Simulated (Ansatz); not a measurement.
The input, for Ansatz 0.2.0:

```yaml
crystal:
  periodic: [false, false, false]
  atoms:
    - {symbol: Si, position_ang: [0.067334, 0.038381, 1.647954]}
    - {symbol: N, position_ang: [-0.097541, 0.061813, 0.066258]}
    - {symbol: Si, position_ang: [-0.020920, -0.108199, -1.594885]}
    - {symbol: H, position_ang: [0.062188, 1.086445, -2.399471]}
basis:
  gaussian: {orbitals: cc-pVDZ}
magnetization: {spin_polarized: true, initial_magnetization: 2}
correlation: {method: ccsdt_q, electrons: outside_noble_gas}
```

```sh
$ ansatz run in.yaml --threads 1 --pin off --events-out ev --progress --plain --max-ram 2393MiB
```

**Question.** Roughly how long does this take on 1 thread of Arm Neoverse N1, shared host, and how much host memory?

**Answer.** 4.6 min wall and 0.78 GiB.

```
1040 factors; integrals over basis functions are off by at most 1.9e-7 eV
mean field evaluation 1: about -17216.1099 eV, gradient 2.6e1 eV
mean field evaluation 2: about -17216.1163 eV, gradient 2.6e1 eV
mean field evaluation 4: about -17219.7555 eV, gradient 3.2e0 eV
mean field evaluation 8: about -17220.0430 eV, gradient 3.1e-1 eV
mean field evaluation 16: about -17216.1098 eV, gradient 2.6e1 eV
mean field evaluation 32: about -17220.0525 eV, gradient 2.1e-1 eV
mean field evaluation 64: about -17216.3479 eV, gradient 1.6e-1 eV
mean field evaluation 96: about -17215.0113 eV, gradient 8.1e0 eV
mean field evaluation 128: about -17217.1187 eV, gradient 1.1e0 eV
mean field evaluation 160: about -17217.1909 eV, gradient 1.8e0 eV
...
mean field -17220.05708512 eV, -632.8254257043 hartree, gradient 6.4e-6 eV, S^2 2.136253; 8 other end points of the search recorded, 0 dependent functions left out
determinant -17220.05708512 eV, -632.8254257043 hartree, with singles and doubles -17229.02596171 eV, -633.1550258396 hartree
determinant -17218.36205820 eV, -632.7631346137 hartree, with singles and doubles -17227.28060874 eV, -633.0908853010 hartree
determinant -17217.36319334 eV, -632.7264270072 hartree, with singles and doubles -17226.57257931 eV, -633.0648656995 hartree
determinant -17217.21611542 eV, -632.7210219935 hartree, with singles and doubles -17225.20512923 eV, -633.0146128357 hartree
determinant -17216.99936883 eV, -632.7130567033 hartree, with singles and doubles -17225.40246212 eV, -633.0218646860 hartree
11 core orbitals not correlated: weight in the atoms' cores, before any rotation towards them, 1.000 or more for the frozen orbitals, at most 0.000 for the correlated occupied ones
reference -17220.05708512 eV, -632.8254257043 hartree; 8, 6 occupied and 36, 38 virtual orbitals, 1040 factors
second order -8.15354521 eV of doubles, -0.00000000 eV of singles
...
cycle  14  -9.41915828 eV  change    5.1e-5 eV  update   6.5e-5
cycle  15  -9.41924375 eV  change   -8.5e-5 eV  update   3.5e-5
cycle  16  -9.41928911 eV  change   -4.5e-5 eV  update   2.2e-5
cycle  17  -9.41929464 eV  change   -5.5e-6 eV  update   1.3e-5
cycle  18  -9.41930178 eV  change   -7.1e-6 eV  update   6.8e-6
cycle  19  -9.41930177 eV  change    4.0e-9 eV  update   3.9e-6
cycle  20  -9.41930053 eV  change    1.2e-6 eV  update   2.5e-6
cycle  21  -9.41930025 eV  change    2.8e-7 eV  update   1.7e-6
cycle  22  -9.41930130 eV  change   -1.1e-6 eV  update   9.6e-7
cycle  23  -9.41930142 eV  change   -1.2e-7 eV  update   6.5e-7
perturbative correction -0.05063182 eV, -0.0018606851 hartree
Total energy: -17229.52701836 eV, -633.1734393319 hartree
```

The determinant's ⟨S²⟩ is 2.14 against 2.00 for a pure state.
